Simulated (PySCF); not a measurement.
Assignment exercise: C$_{5}$H$_{8}$O

Atoms are numbered as in `[CH:1]#[C:2][C:3]([CH3:4])([CH3:5])[OH:6]`. Hydrogens are named by the atom that carries them.

How the numbers were obtained: GFN2-xTB geometry, PBE0/pcSseg-1 with gauge-including orbitals, in PySCF 2.14.0 with density-fitted response routines (no solvent, no relativistic terms, averaged over atoms made equivalent by symmetry, fast rotation or ring inversion, single conformer).

Referencing at the same level of theory: 13C, 1H against TMS.

(1) Assign these signals to the numbered atoms. 13C{1H} NMR (computed): δ 94.0 (C), 78.1 (CH), 65.9 (C), 33.4 (CH3).

(2) Assign these signals to the numbered atoms. 1H NMR (400 MHz, computed): δ 1.91 (s, 1H), 1.50 (s, 6H), 0.83 (br s, 1H).

Answers

(1) 
| δ (ppm) | atoms | environment | reason |
| --- | --- | --- | --- |
| 94.0 | C2 | alkyne carbon | sp carbons lie upfield of alkene carbons because the cylindrical π system leaves one tensor component strongly shielded |
| 78.1 | C1 | terminal alkyne carbon | the triple bond shields along its axis, which puts it between sp3 and sp2 carbons |
| 65.9 | C3 | propargylic fully substituted sp3 carbon bonded to O | the inductive effect lowers its shielding |
| 33.4 | C4/C5 | methyl carbon | aliphatic region, no heteroatom directly attached |

(2) 
| δ (ppm) | atoms | environment | reason |
| --- | --- | --- | --- |
| 1.91 | H(C1) | hydrogen on a terminal alkyne carbon | it lies on the axis of the triple bond, in its shielding cone |
| 1.50 | H(C4)/H(C5) | hydrogen on a methyl carbon | – |
| 0.83 | H(O6) | hydrogen on an alcohol oxygen | exchangeable, gas-phase position |

Exchangeable OH/NH protons stand at their gas-phase positions; hydrogen bonding in a real sample shifts them, mostly to higher δ. Shifts are as computed. Against solution values, carbons near 30 ppm lie about +3 ppm off and those near 130 ppm about +5 ppm. Of 1211 compounds with measured shifts, 218 miss one by over three times the rms of a fit or turn the order of signals round; such compounds aren't used in these exercises. No couplings were computed; multiplicities are counted from neighbouring protons, with m where these are inequivalent, close in shift, in a saturated or five-membered ring or joined by F or P, and br s for small geminal =CH2 splittings.
